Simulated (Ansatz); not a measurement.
Wurtzite AlN was calculated with G0W0@PBE (Ansatz, an electronic-structure program, hard PAW, contour deformation).

The same calculation (at the measured cell, 10.446 Å³/atom) with different numerical settings; throughout: k mesh 3×3×2:

```tsv
run	response cutoff (eV)	empty bands	quasiparticle gap on the mesh (eV)	quasiparticle gap at Γ (eV)	rough time
1	100	174	5.620	5.620	40 core-s
2	150	320	5.738	5.738	90 core-s
3	200	493	5.792	5.792	3 core-min
4	250	689	5.814	5.814	9 core-min
5	300	906	5.829	5.829	20 core-min
6	400	1394	5.845	5.845	30 core-min
7	500	1949	(withheld)	(withheld)	80 core-min
```

### Question
What belongs in the gaps?

### Answer

- 7, quasiparticle gap on the mesh (eV): 5.853
- 7, quasiparticle gap at Γ (eV): 5.853

In the column quasiparticle gap on the mesh (eV) the first row differs from the last by -0.233 and the next to last by -0.008.

The last row is no converged limit: other settings stay fixed.
